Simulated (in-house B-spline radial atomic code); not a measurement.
Values are calculated unless marked as measured or tabulated.
## Stopping and range of 20 keV Cl in Si

The pair potential comes from two frozen, spherical free-atom densities (PBE, B-spline radial code, scalar-relativistic past argon): electrostatics plus the change in Thomas-Fermi kinetic and Dirac exchange energy where they overlap, the recipe behind the universal ZBL potential, which averages such potentials (from solid-state densities) over many pairs. It is written V = (Z1 Z2 e²/r) φ(r/a), with e² = 14.3996 eV·Å and a = 0.46850 Å/(Z1^0.23 + Z2^0.23); ZBL's fit is φ = 0.18175 e^(−3.1998x) + 0.50986 e^(−0.94229x) + 0.28022 e^(−0.4029x) + 0.02817 e^(−0.20162x). Where φ falls below 4e-4 it is continued as an exponential.

The target is taken as amorphous, with density 2.329 g/cm³ (NSM archive of the Ioffe Institute); channelling is ignored. Masses: Cl 35.45, Si 28.09 u. Nuclear stopping is S_n = 4π a Z1 Z2 e² M1/(M1 + M2) × s_n(ε), with s_n integrated over impact parameters for each pair. Electronic stopping is Lindhard and Scharff's S_e = Z1^(1/6) 8π e² a0 Z1 Z2/(Z1^(2/3) + Z2^(2/3))^(3/2) × v/v0, with a0 = 0.529177 Å and v = v0 at 24.801 keV/u; it misses the oscillations with Z1 seen in experiment, which reach tens of per cent. Compounds add by atom fraction.

```csv
target atom,a (Å),ε at this energy,"s_n, this pair","s_n, ZBL potential"
Si,0.12481,0.322,0.3812,0.3506
```

Problem. What are the atom density and the stopping powers at entry?

Solution. N = 2.329 × 0.602214/28.09 = 0.04993 atoms/Å³. For Si: S_n = 2999 × 0.3812 = 1143 eV·Å², S_e = 1.7808 × √20000 = 251.8 eV·Å². Averaged over the target's atoms and times N × 10 Å/nm, the ion loses N S_n = 571 eV/nm to recoils and N S_e = 126 eV/nm to electrons; the nuclear share is 82 %.

Along the track:

```
E (keV)  N S_n (eV/nm)  N S_e (eV/nm)
      1            322           28.1
      3            444           48.7
      6            515           68.9
     10            552           88.9
     15            568            109
     20            571            126
```

Problem. Estimate the path length and the projected range.

Solution. With continuous slowing down the path is the integral of dE/(N (S_n + S_e)). Trapezoids over the table give 31.9 nm, and the stretch below the first row, with stopping taken as √E, adds 2E/(N S) = 5.7 nm: 37.6 nm in all, against 36.5 nm on a fine grid from 5 eV. Deflections shorten the depth: to first order in the energy passed on, N (S_n + S_e) dR_p/dE = 1 − N S_n (M2/M1) R_p/(2E), summed over the target's atoms, and integrating this on the fine grid gives R_p = 24.6 nm, 0.67 of the path. Lindhard's rule of thumb R/(1 + M2/3M1), with mean M2/M1 = 0.79, gives 28.9 nm. On the ZBL potential the same equation gives 26.6 nm, and the full integral equation, which keeps hard collisions, 28.1 nm.
